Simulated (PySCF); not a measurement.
System: C4H9, net charge 0, doublet state. It need not be the lowest isomer of its formula. SMILES: [CH2]CCC
Structure (B3LYP-D3(BJ)/def2-TZVP (Ansatz) minimum search):
```
C
H 1 1.0934
H 1 1.0935 2 106.35
C 1 1.5257 2 110.00 3 119.08
H 4 1.0916 1 111.33 2 -58.43
H 4 1.0927 5 107.78 1 -122.07
H 4 1.0927 5 107.78 6 -115.86
C 1 1.5454 2 108.93 3 -117.24
H 8 1.0951 1 108.07 2 -64.67
H 8 1.0955 9 106.71 1 115.86
C 8 1.4842 9 110.16 10 119.54
H 11 1.0817 8 121.01 9 34.19
H 11 1.0819 12 117.52 8 -171.09
```
Charge 0, spin multiplicity 2.

Dispersion corrections to the total energy (kcal/mol) from the dftd3 and dftd4 libraries through PySCF: D3(BJ) without and D4 with the three-body term, each with the damping fitted for the functional named.

```csv
functional,D3(BJ),D4
BHLYP,-6.42,-4.85
PBE,-5.21,[?]
B3LYP,-8.59,-7.27
revPBE,-13.66,-16.62
BP86,[?],-5.86
PBE0,-4.34,-3.82
HF,[?],-17.97
```

### Question
Fill in the missing entries.

### Answer

- PBE, D4: -4.59
- BP86, D3(BJ): -7.53
- HF, D3(BJ): -40.91
